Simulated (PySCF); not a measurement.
## Magnetic susceptibility: diborane mono F

Cartesian coordinates in Å; atom numbers follow the order of the lines, from 1:
```xyz
8

B    -0.1327    0.8737   -0.2006
F    -0.2613    1.2116   -1.4888
H    -0.2023    1.7548    0.5747
H     0.9638    0.0917   -0.0225
B     0.1363   -0.8771    0.2428
H     0.1945   -1.7123   -0.5757
H     0.2486   -1.1768    1.3697
H    -0.9469   -0.1655    0.1003
```

Computed, not measured: PySCF, GIAO PBE/def2-SVP magnetisability, rotational g tensor and spin-rotation constants, non-relativistic, gas phase. Geometry: GFN2-xTB.

Task: What are the magnetisability and the molar susceptibility?

Result: Isotropic -453 × 10⁻³⁰ J/T², or -27.3 × 10⁻⁶ cm³/mol; principal values -514, -430, -415 × 10⁻³⁰ J/T², anisotropy 92 × 10⁻³⁰ J/T² (root of half the summed squared differences of the principal values). The susceptibility is in cgs units.

Task: Split it along the inertial axes a, b, c into diamagnetic and paramagnetic parts about the centre of mass, with the quadrupole moment.

Result: 
| axis | χ (10⁻⁶ cm³/mol) | diamagnetic (10⁻⁶ cm³/mol) | paramagnetic (10⁻⁶ cm³/mol) | summed x² of all electrons (Å²) | quadrupole Θ (D Å) |
| --- | --- | --- | --- | --- | --- |
| a | -25.0 | -73.8 | 48.8 | 40.1 | -3.14 |
| b | -25.9 | -194.4 | 168.6 | 11.7 | -0.35 |
| c | -30.9 | -219.8 | 188.8 | 5.7 | +3.48 |

Anisotropies 2χaa − χbb − χcc = +6.8 and 2χbb − χaa − χcc = +4.2 × 10⁻⁶ cm³/mol. Θ is traceless in Buckingham's convention.

Task: And the rotational g tensor?

Result: 
```csv
axis,rotational constant (GHz),g,nuclear part,electronic part
a,42.5254,-0.1976,0.7772,-0.9748
b,7.6746,-0.0385,0.5693,-0.6078
c,6.8319,-0.0253,0.5808,-0.6061
```
Asymmetric top; isotopes 11B, 19F, 1H; no vibrational averaging.
